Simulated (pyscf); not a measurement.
Optimised with ωB97X-D3(BJ)/def2-SVP in PySCF.

### Question
Estimate by transition-state theory the rate constant of `[AsH2][AsH2]` + `[AsH3]` → `[AsH2][AsH][AsH2]` + `[H][H]` (singlet surface; As–H, As–H broken, As–As, H–H formed) at 1200 K, with ωB97M-D3(BJ)/def2-TZVP energies (ideal gas, 1 atm, RRHO with modes under 100 cm⁻¹ raised to 100, one conformer, R ln 2 for chiral ones without a mode under 150 cm⁻¹; no tunnelling).

### Answer
The electronic barrier is 62.4 kcal/mol and the thermal terms add +40.8, so ΔG‡ = 103.3 kcal/mol. With k_BT/h = 2.50e+13 s⁻¹ and RT = 2.385 kcal/mol, and a volume of 1.64e-19 cm³ per molecule at 1 atm, k = 6.4e-25 cm³ molecule⁻¹ s⁻¹. Wigner's tunnelling factor for 1337i cm⁻¹ would be 1.11. A shift of 1 kcal/mol in the barrier changes k by a factor 1.5. From the product side, AsH₂• + •HAs–AsH₂ + H₂ lies, by one bond made or cut, 16.0 kcal/mol under this saddle at ωB97M-D3(BJ)/def2-TZVP. The same reactants have a lower exit, to AsH₂• + AsH₂• + AsH₃ (no saddle counted: cutting one bond costs +49.8 kcal/mol at ωB97M-D3(BJ)/def2-TZVP, against +62.4 kcal/mol here). One saddle was located; it need not be the lowest between these sides. Elements up to Kr have no core potential and no relativistic terms here.
